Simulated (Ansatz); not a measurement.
Reaction: CH3S (SMILES C[S], doublet) → CH3S- (SMILES [S-]C) (an electron is taken up)
Each species at its own B3LYP-D3(BJ)/def2-TZVP minimum (Ansatz, a program for electronic structure).

Total energies in hartree (Ansatz). UHF or UKS for unpaired electrons; spin-orbit terms are left out. Cores are frozen in correlated methods. No relativity.

```csv
species,HF/aug-cc-pV(T+d)Z,CCSD(T)/aug-cc-pV(T+d)Z,HF/aug-cc-pV(Q+d)Z,CCSD(T)/aug-cc-pV(Q+d)Z,CCSD(T)/aug-cc-pV(D+d)Z,CCSDT(Q)/aug-cc-pV(D+d)Z
"1: CH3S (SMILES C[S], doublet)",-437.15467,-437.53565,-437.16003,-437.55939,-437.44575,-437.44724
2: CH3S- (SMILES C[S-]),-437.17668,-437.60152,-437.18192,-437.62748,-437.50831,-437.50990
```

### Question
Work out the adiabatic electron affinity (electronic), positive where energy is released in eV: take Hartree-Fock from aug-cc-pV(Q+d)Z, extrapolate the CCSD(T) correlation energy as X^-3 (X = 3, 4), and add CCSDT(Q) - CCSD(T) in aug-cc-pV(D+d)Z. 1 hartree = 27.211 eV.

### Answer

Species 1: correlation (64·(-0.39936) - 27·(-0.38098))/37 = -0.41277; step -0.00149; E1 = -437.16003 + (-0.41277) + (-0.00149) = -437.57429
Species 2: correlation (64·(-0.44556) - 27·(-0.42484))/37 = -0.46068; step -0.00159; E2 = -437.18192 + (-0.46068) + (-0.00159) = -437.64419
+1·E1 -1·E2 = 0.06990 hartree = 1.90 eV.
